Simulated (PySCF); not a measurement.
**SO₂: fields on a plane**

These are results of PySCF, r2SCAN, basis S def2-TZVP, O def2-TZVP (no relativity, density fitting), not measurements.

The singlet minimum has S–O 1.442 Å (×2); O–S–O 118.8°.

The plane holds S1 at (0.00, 0.00), O2 at (1.44, 0.00), O3 at (-0.69, 1.26) Å. Columns run from x = -2.55 to 3.75 Å, rows from y = 3.45 (top) to -1.95 Å, in steps of 0.3 Å. Other isomers or separated fragments may lie lower.

Problem. Give the highest occupied orbital (Å^-3/2) at -8.26 eV (cut at ±0.3; overall sign arbitrary). Lower edges of the bins (Å^-3/2): '0' -0.300, '1' -0.240, '2' -0.180, '3' -0.120, '4' -0.060, '5' 0.000, '6' 0.060, '7' 0.120, '8' 0.180, '9' 0.240; top 0.30.

Solution. 
```
5555555555555555555555
5555555555555555555555
5555555555555555555555
5555566666555555555555
5555678876655555555555
4555689997665555555555
4445599998666555555555
4444339997666666555555
4443000056667777665555
4443100025667999765555
4443210025546999866555
4444444318310999865555
5555678900100069765555
5555689998400004555555
5555689999620024455555
5555678998643234445555
5555667777654444444555
5555566666554444444455
5555555555554444444444
```

Problem. Give the electrostatic potential (V) (cut at 20 V). Every second row and column.

Solution. 
```
-0.3 -0.4 -0.5 -0.6 -0.5 -0.4 -0.3 -0.3 -0.2 -0.2 -0.2
-0.4 -0.6 -0.8 -0.9 -0.8 -0.6 -0.4 -0.3 -0.3 -0.3 -0.2
-0.5 -0.8 -0.6  0.3 -0.5 -0.6 -0.4 -0.4 -0.4 -0.4 -0.3
-0.5 -0.7  5.3 20.0 10.9  0.6  0.0 -0.5 -0.7 -0.6 -0.4
-0.4 -0.5  9.2 20.0 20.0  7.2  2.1  0.1 -0.9 -0.8 -0.5
 0.0  0.1  2.9 20.0 20.0 20.0 20.0 20.0  1.0 -0.9 -0.6
 0.3  0.8  3.6 20.0 20.0 20.0 20.0 20.0  3.3 -0.9 -0.6
 0.4  0.8  2.0  7.8 20.0 18.3  6.5  4.9 -0.3 -0.8 -0.5
 0.4  0.6  0.9  1.6  3.1  3.0  0.9 -0.3 -0.6 -0.5 -0.4
 0.4  0.5  0.6  0.7  0.9  0.9  0.4 -0.1 -0.3 -0.3 -0.2
```
